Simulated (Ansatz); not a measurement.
Ansatz (an electronic-structure program) input:

Ansatz 0.2 input:
```yaml
crystal:
  periodic: [false, false, false]
  atoms:
    - {symbol: C, position_ang: [-0.01039700, 0.04948473, 0.04581695]}
    - {symbol: C, position_ang: [0.04562202, 0.74152005, 1.29268063]}
    - {symbol: C, position_ang: [-0.01671205, -0.74121037, 1.32473380]}
    - {symbol: C, position_ang: [0.71188699, 0.03234486, -1.25579947]}
    - {symbol: C, position_ang: [-0.80282912, 0.06363022, -1.21668527]}
    - {symbol: H, position_ang: [0.72740551, 1.45715498, 1.72579549]}
    - {symbol: H, position_ang: [-0.95012484, -1.21444087, 1.61781362]}
    - {symbol: H, position_ang: [0.87066798, -1.30201312, 1.60781105]}
    - {symbol: H, position_ang: [1.18804037, -0.89298083, -1.55656501]}
    - {symbol: H, position_ang: [1.23209161, 0.93132286, -1.56122286]}
    - {symbol: H, position_ang: [-1.33361655, -0.83962603, -1.48896764]}
    - {symbol: H, position_ang: [-1.29988894, 0.98596608, -1.48914431]}
basis:
  gaussian:
    orbitals: STO-3G
hamiltonian:
  xc: {name: PBE0}
magnetization: {spin_polarized: true, initial_magnetization: 1}
```

Problem. What final total energy does it print?

Solution. -192.01664 Eh (PBE0/STO-3G). The basis has 32 functions.

It need not be the lowest isomer of its formula.
